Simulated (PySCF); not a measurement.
# Level of theory and bond dissociation enthalpies: hydrogen molecule

Structure: `[H][H]` (H2). Coordinates in Å; atoms count from 1 in this order:
```
H     0.3713    0.0620   -0.0866
H    -0.3658   -0.0595    0.0583
```

All levels share the PBE0-D3(BJ)/def2-SVP structures and the PBE0-D3(BJ)/def2-SVP thermal terms; only the single-point energies (PySCF) change. Values are bond dissociation enthalpies (298 K, kJ/mol).

| level | H1–H | abs. error | time |
| --- | --- | --- | --- |
| HF/aug-cc-pVTZ | 327 | 109.4 | 0.11 s |
| MP2/aug-cc-pVTZ | 411 | 25.2 | 0.14 s |
| PBE0-D3(BJ)/def2-TZVP | 413 | 22.6 | – |
| CCSD(T)/aug-cc-pVTZ | 431 | 4.8 | 0.33 s |
| ATcT 1.112 | 436 |  |  |

Times are wall times for all single points of a level on 1 thread of Arm Neoverse V2, a shared host; the dash marks the run that also made the structures.

Hartree-Fock leaves out electron correlation, so its bond energies come out too low, often by 100 kJ/mol or more.

The spread: 105 kJ/mol, from 327 to 431.

Differences come from unrounded values, so a last digit can differ from that of the printed terms.
